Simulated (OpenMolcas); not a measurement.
## Si3H7 (SMILES [SiH3][SiH][SiH3]): the energy, rung by rung

Si3H7: 10 atoms, total charge 0, spin state doublet. SMILES: `[SiH3][SiH][SiH3]`. The coordinates come from a PBE0-D4/def2-TZVP relaxation.

```xyz
10

Si   -1.3269    0.8549   -1.2092
Si    0.7194   -0.1316   -0.7196
Si    1.0004   -1.0033    1.4161
H    -2.4119   -0.0652   -0.7771
H    -1.4437    1.0898   -2.6730
H    -1.5055    2.1579   -0.5089
H     1.8858    0.6722   -1.1846
H    -0.1781   -1.8495    1.7413
H     1.1150    0.0641    2.4493
H     2.2285   -1.8403    1.4688
```

Quantity: the energy change with the Si3–H8 bond stretched from 1.487 to 1.933 Å, in eV. The values are calculated.

| level | kind | program | value (eV) | less CCSD(T)/cc-pVDZ |
| --- | --- | --- | --- | --- |
| UHF/cc-pVDZ | Hartree–Fock | OpenMolcas | 1.07 | +0.12 |
| USVWN5/cc-pVDZ | LDA | OpenMolcas | 0.84 | -0.11 |
| U-revPBE/cc-pVDZ | GGA | OpenMolcas | 0.83 | -0.12 |
| UBLYP/cc-pVDZ | GGA | OpenMolcas | 0.84 | -0.11 |
| UM06-L/cc-pVDZ | meta-GGA | OpenMolcas | 0.98 | +0.03 |
| UTPSS/cc-pVDZ | meta-GGA | OpenMolcas | 0.94 | -0.01 |
| UM06-2X/cc-pVDZ | hybrid meta-GGA | OpenMolcas | 0.99 | +0.04 |
| ROCCSD(T)/cc-pVDZ | coupled cluster or CI | OpenMolcas | 0.95 | 0.00 |

Differences are taken from ROCCSD(T)/cc-pVDZ for orientation; it has basis-set and higher-order errors of its own. The first shape isn't each level's own minimum. The values span 0.83 to 1.07 eV.
